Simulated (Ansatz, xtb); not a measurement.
Two structures of Al2H6Si

We compare X, a singlet given by its coordinates, with Y, `[AlH2][SiH2][AlH2]`, a singlet. Both are isolated molecules in the gas phase, relaxed with BLYP-D3(BJ)/def2-SVP; the shapes shown needn't be the lowest conformers.

X (Å):

```xyz
9

Al    0.2450    0.7702   -0.0998
Al   -0.0282   -0.5307   -2.3787
Si   -2.1072    0.8173   -1.9929
H     0.0058    1.7193    1.1970
H     0.9973    0.0793   -3.4421
H    -0.1566   -2.0920   -2.0616
H    -2.3950    2.0080   -2.8693
H    -3.4014    0.1157   -1.6741
H    -1.8443    1.5365   -0.6332
```

Close contacts (Å): Al1–Al2 2.64, Al2–Si3 2.51, Al1–H4 1.62, Al2–H5 1.60, Al2–H6 1.60, Si3–H7 1.51, Si3–H8 1.51, Si3–H9 1.56.

Y (Å):

```xyz
9

Al    0.2847   -1.1302   -1.1225
Al   -2.1225    1.7388   -2.7928
Si   -1.1200    0.8497   -0.7312
H     1.8306   -0.9616   -1.4920
H    -0.3544   -2.5948   -1.0904
H    -0.2804    1.9275   -0.0894
H    -2.2205    0.4901    0.2371
H    -3.5294    1.1847   -3.3113
H    -1.3371    2.8174   -3.6729
```

Q: Which of the two would you expect CCSD(T)/def2-TZVP electronic energies to favour?

A: Structure Y; the calculation gives E(Y) − E(X) = −47.5 kJ/mol.

How the difference moves with the method:

```csv
level,geometry,E(Y) − E(X) (kJ/mol),departure from the last row (kJ/mol),"job, with rough time for the two"
BLYP-D3(BJ)/def2-SVP,BLYP-D3(BJ)/def2-SVP,−38.7,+8.8,"optimisation, 3.7 min"
HF/def2-TZVP,BLYP-D3(BJ)/def2-SVP,−72.2,−24.7,part of the CCSD(T) run
MP2/def2-TZVP,BLYP-D3(BJ)/def2-SVP,−53.6,−6.1,part of the CCSD(T) run
CCSD(T)/def2-TZVP,BLYP-D3(BJ)/def2-SVP,−47.5,,"single point, 54 s"
```

None of the levels shown reverses the order. The largest departure from CCSD(T)/def2-TZVP is that of HF/def2-TZVP, 24.7 kJ/mol. Levels run at GFN2-xTB geometries aren't shown.

With harmonic frequencies from BLYP-D3(BJ)/def2-SVP (ideal gas, rigid rotor, one conformer each, 298.15 K, 1 atm): on the last row, ΔE + ΔZPE = −47.5 kJ/mol. A mode under 50 cm⁻¹ makes harmonic enthalpies and free energies unreliable, so none is given.

The correlated steps freeze 15 core orbitals. Run with Ansatz 0.2.0; the last row on 1 thread of Intel(R) Xeon(R) Processor @ 2.50GHz (Skylake/Cascade Lake) on a shared host.
